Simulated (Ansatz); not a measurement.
# BHOS: single points off equilibrium

One table from this session's results is given with a row withheld; the runs are named, their logs left out.

Computed with Ansatz 0.2.0, Gaussian basis. Level: single points in def2-TZVPP.

Cores are frozen in the correlated methods. B3LYP uses VWN-RPA correlation.

## The starting structure

SMILES `OB=S`, 4 atoms, charge 0, spin multiplicity 1.

Atoms are counted from 1 here; the program's logs count them from 0.

Bond lengths: O1–B2 1.336 Å, O1–H4 0.969 Å, B2–S3 1.728 Å. Angles: B2–O1–H4 131.7°, O1–B2–S3 177.3°.

Geometry (Å):

```
O    -0.45150    0.55400   -0.65870
B     0.34990   -0.19100    0.10790
S     1.40980   -1.19500    1.03190
H    -1.34290    0.90440   -0.51090
```

The first run:

Contents of run/in.yaml:

```yaml
crystal:
  periodic: [false, false, false]
  atoms:
    - {symbol: O, position_ang: [-0.451500, 0.554000, -0.658700]}
    - {symbol: B, position_ang: [0.349900, -0.191000, 0.107900]}
    - {symbol: S, position_ang: [1.409800, -1.195000, 1.031900]}
    - {symbol: H, position_ang: [-1.342900, 0.904400, -0.510900]}
basis:
  gaussian: {orbitals: def2-TZVPP}
correlation: {method: ccsd_t}
output: {forces: true}
```

No record of the launch command was kept for these runs.

Steps of the session up to this table: CCSD(T)/def2-TZVPP; PBE0-D4/def2-TZVPP; wB97M-V/def2-TZVPP; r2SCAN-D4/def2-TZVPP; PBE-D4/def2-TZVPP; CAM-B3LYP-D4/def2-TZVPP; B3LYP-D4/def2-TZVPP.

One of the session's tables, all rows but one given; the rest of the session is left out.

```
      method  RMS force component (eV/Å)  angle to CCSD(T) forces (°)  dipole (D)
     CCSD(T)                       1.160                    reference        3.76
     PBE0-D4                       1.241                          9.3        3.95
     wB97M-V                       1.257                          7.1        4.01
   r2SCAN-D4                       1.203                          7.8        3.96
      PBE-D4                       1.109                          9.7        3.79
CAM-B3LYP-D4                           ?                            ?           ?
    B3LYP-D4                       1.192                          8.8        3.89
```

Estimate the missing values for CAM-B3LYP-D4.

**Answer.** RMS force component (eV/Å): 1.309; angle to CCSD(T) forces (°): 11.3; dipole (D): 4.01. In the column «RMS force component (eV/Å)» it is the highest.
